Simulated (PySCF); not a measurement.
Gas-phase reaction: C4H6 (butadiene) + 6 CH2F2 = 4 CH3CHF2 + 2 CHF2

Energies from PySCF, thermal terms from the rigid-rotor harmonic-oscillator model, ideal gas at 1 bar. † marks an energy on the PBE0/def2-TZVP geometry and frequencies. CCSD(T) freezes the core. Open shells (unrestricted): CHF2 (multiplicity 2); the rest are closed-shell singlets. CHF2: computed as isolated molecules; such fragments, hydroxides, amides, oligomers or adducts are transient or little studied in the gas. CCSD(T) isn't extrapolated to the basis-set limit.

PBE0/def2-QZVP† gives ΔH°(298 K) = 48 kJ.

Q: What do r2SCAN/def2-TZVP†, PBE0/def2-SVP†, CCSD(T)/def2-SVP† give?

A: r2SCAN/def2-TZVP†: 25 kJ; PBE0/def2-SVP†: 3 kJ; CCSD(T)/def2-SVP†: 59 kJ. For scale, ΔH°(298 K) is 48 kJ at this level, 67 kJ at ωB97M-V/def2-TZVP†, and runs from -27 to 143 kJ over the 20 levels computed.
